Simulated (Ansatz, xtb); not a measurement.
## CH6NO+: 4 structures ranked

4 gas-phase structures of CH6NO+, found in a search over its isomers (lower ones may exist). Each was relaxed with GFN2-xTB:

A. `CO[NH3+]`, a singlet
B. `CN[OH2+]`, a singlet
C. `C[NH2+]O`, a singlet
D. `[NH3+]CO`, a singlet

Problem. Make a reasoned guess at their ranking by r2SCAN-D4/def2-SVP single-point energy.

Solution. Calculated order at r2SCAN-D4/def2-SVP: D (0.0), C (41.8), A (49.0), B (71.6) kcal/mol.

Energies above the lowest of each column, in kcal/mol; the last columns are at PBE0-D3(BJ)/def2-SVP geometries and were run for some of them only (a dash: not run or not comparable):

| structure | GFN2-xTB | HF/STO-3G | r2SCAN-D4/def2-SVP | PBE0-D3(BJ)/def2-SVP | CCSD(T)/def2-TZVP |
| --- | --- | --- | --- | --- | --- |
| D | 0.0 | 0.0 | 0.0 | 0.0 | 0.0 |
| C | 34.5 | 28.7 | 41.8 | 41.3 | 40.8 |
| A | 40.8 | 25.3 | 49.0 | 49.5 | 49.0 |
| B | 54.8 | 49.5 | 71.6 | – | – |

Every level run on D puts it lowest or level with the lowest. Some further structures that were screened fall inside this span and aren't listed. Flexible structures stand in one conformer each, not always the lowest. Frequencies (PBE0-D3(BJ)/def2-SVP) were run for A, C, D alone.

Over these structures GFN2-xTB departs from r2SCAN-D4/def2-SVP by 4.4 kcal/mol on average once a common shift is removed. A GFN2-xTB relaxation took about 0.13 s and the r2SCAN-D4/def2-SVP energy about 2.5 s on a shared host (Ansatz 0.2.0, xtb 6.7.1).
